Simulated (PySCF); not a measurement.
**Excitation energies in several basis sets**

Species: sulfuryl chloride, Cl2O2S.
SMILES: `O=S(=O)(Cl)Cl`

TDDFT with PBE0 (PySCF), vertical singlets, core orbitals frozen in the response, spherical d and f functions. Geometry: PBE0-D3(BJ)/def2-SVP; no solvent, vibrations or thermal averaging.

How do the low singlets change with the basis? Take def2-SVP, 6-31+G*, aug-cc-pVDZ, def2-TZVP, def2-TZVPD and aug-cc-pVTZ.

```json
{"basis": "def2-SVP", "functions": "82", "diffuse": "no", "S1 (eV)": "4.87", "S2 (eV)": "4.90", "S3 (eV)": "4.91", "S4 (eV)": "6.15", "S5 (eV)": "6.39", "LUMO (eV)": "-3.30", "α (au)": "41.7"}
{"basis": "6-31+G*", "functions": "102", "diffuse": "yes", "S1 (eV)": "4.71", "S2 (eV)": "4.73", "S3 (eV)": "4.74", "S4 (eV)": "5.96", "S5 (eV)": "6.26", "LUMO (eV)": "-3.74", "α (au)": "51.1"}
{"basis": "aug-cc-pVDZ", "functions": "127", "diffuse": "yes", "S1 (eV)": "4.75", "S2 (eV)": "4.79", "S3 (eV)": "4.79", "S4 (eV)": "6.03", "S5 (eV)": "6.27", "LUMO (eV)": "-3.57", "α (au)": "57.9"}
{"basis": "def2-TZVP", "functions": "173", "diffuse": "no", "S1 (eV)": "4.93", "S2 (eV)": "4.94", "S3 (eV)": "4.96", "S4 (eV)": "6.21", "S5 (eV)": "6.47", "LUMO (eV)": "-3.35", "α (au)": "50.1"}
{"basis": "def2-TZVPD", "functions": "218", "diffuse": "yes", "S1 (eV)": "4.89", "S2 (eV)": "4.91", "S3 (eV)": "4.92", "S4 (eV)": "6.17", "S5 (eV)": "6.42", "LUMO (eV)": "-3.43", "α (au)": "58.6"}
{"basis": "aug-cc-pVTZ", "functions": "242", "diffuse": "yes", "S1 (eV)": "4.87", "S2 (eV)": "4.90", "S3 (eV)": "4.90", "S4 (eV)": "6.14", "S5 (eV)": "6.38", "LUMO (eV)": "-3.46", "α (au)": "58.5"}
```

States are compared by their number. Against the largest diffuse basis here (aug-cc-pVTZ, itself not a converged limit), sets without diffuse functions differ by up to 0.06 eV in S1 and 0.09 eV in S5; the smaller diffuse sets differ by up to 0.17 and 0.12 eV. State by state, the largest deviation of a set without diffuse functions is S1 0.06, S2 0.05, S3 0.06, S4 0.07, S5 0.09 eV. The same number needn't mean the same state in each row. Against aug-cc-pVTZ the polarisability deviates by -29% in def2-SVP, -13% in 6-31+G*, -1% in aug-cc-pVDZ, -14% in def2-TZVP, 0% in def2-TZVPD.
